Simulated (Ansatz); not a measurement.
# AlHCl+ (triplet): the correlation ladder, def2-TZVPP

The task here is to estimate one member of a computed series from the others.

The runs use Ansatz 0.2.0, Gaussian basis; def2-TZVPP, core rule «outside noble gas», up to 10 orbitals frozen.

To be run: UHF; ROHF; CCSD(T) on UHF.

### What is computed

The geometry is a PBE0/def2-TZVP stationary point (not a proven minimum) of the parent state, kept for this charge and spin.

3 atoms, charge 1, spin multiplicity 3.

Atoms are counted from 1 here; the program's logs count them from 0.

Bond lengths: Al1–Cl2 2.197 Å, Al1–H3 1.817 Å. Angles: Cl2–Al1–H3 63.0°.

The first run:

Contents of in.yaml:

```yaml
crystal:
  periodic: [false, false, false]
  atoms:
    - {symbol: Al, position_ang: [0.000000, -0.050236, 1.239922]}
    - {symbol: Cl, position_ang: [0.000000, -0.006816, -0.956330]}
    - {symbol: H, position_ang: [0.000000, 1.584516, 0.446218]}
basis:
  gaussian: {orbitals: def2-TZVPP}
total_charge: 1
magnetization: {spin_polarized: true, initial_magnetization: 2}
hamiltonian: {xc: hf}
output: {orbitals: {seedname: orbitals}}
```

Launch:

```console
$ ansatz run in.yaml --threads 1 --pin off --events-out ev --progress --plain --max-ram 4096MiB --backend cpu
```

Steps of the session up to this table: UHF; ROHF; CCSD(T) on UHF.

One table of the session follows, with a row left open; its other results are not shown here.

It belongs to the step «Misses and costs». 

```
  method  from UCCSD(T) (meV)
    ROHF                    ?
     UHF              +7070.7
    UMP2               +987.2
   UCCSD               +316.4
UCCSD(T)                    0
```

Estimate the missing values for ROHF.

**Answer.** from UCCSD(T) (meV): +7269.6. In the column «from UCCSD(T) (meV)» it is the highest.
